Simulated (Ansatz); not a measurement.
Results of revPBE (Ansatz, a first-principles code, plane waves, PAW) for fcc Pd.

Numerical settings: plane-wave cutoff 520 eV, 24×24×24 k mesh, Fermi–Dirac smearing 0.05 eV, scalar-relativistic PAW data made under PBE.

Cell (relaxed at this level):

```
Pd
1.0
    0.00000     1.98470     1.98470
    1.98470     0.00000     1.98470
    1.98470     1.98470     0.00000
Pd
1
Direct
  0.00000   0.00000   0.00000
```

### Question
Estimate the bulk modulus and pressure derivative B′ of the bulk modulus that the calculation returns.

### Answer

- bulk modulus = 153 GPa
- pressure derivative B′ of the bulk modulus = 5.6

The run finds no gap.

Measured, for comparison: bulk modulus 195 GPa (zero-point energy and finite temperature contributions removed, our sources range from 187 to 198; as tabulated in doi:10.1021/acs.jctc.3c00612). Computed (rounded) less measured: bulk modulus -22 % (-18 % to -23 % over the range).

Computed values are for the static lattice.

It cost roughly 30 core-seconds of CPU time.
